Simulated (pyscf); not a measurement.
Thermochemistry of product channels of HC≡CH + HC≡CH on the singlet surface, in eV, from ωB97M-D3(BJ)/def2-TZVP energies (ideal gas, 1 atm, RRHO with modes under 100 cm⁻¹ raised to 100, one conformer, R ln 2 for rigid chiral ones). Single points on ωB97X-D3(BJ)/def2-SVP structures (PySCF, gas phase).

```csv
products,ΔE,ΔH(298 K),ΔG(298 K),ΔG(900 K)
cyclic C₄H₄ (SMILES C1=CC=C1),-0.43,-0.31,+0.14,+1.11
HC≡C–C≡CH + H₂,+0.20,+0.05,+0.12,+0.20
```

These are energies of the channels, which say nothing of barriers. cyclic C₄H₄ (SMILES C1=CC=C1) lies 1.52 eV over its isomer HC≡C–CH=CH₂, and others may lie lower still (electronic energy, ωB97M-D3(BJ)).
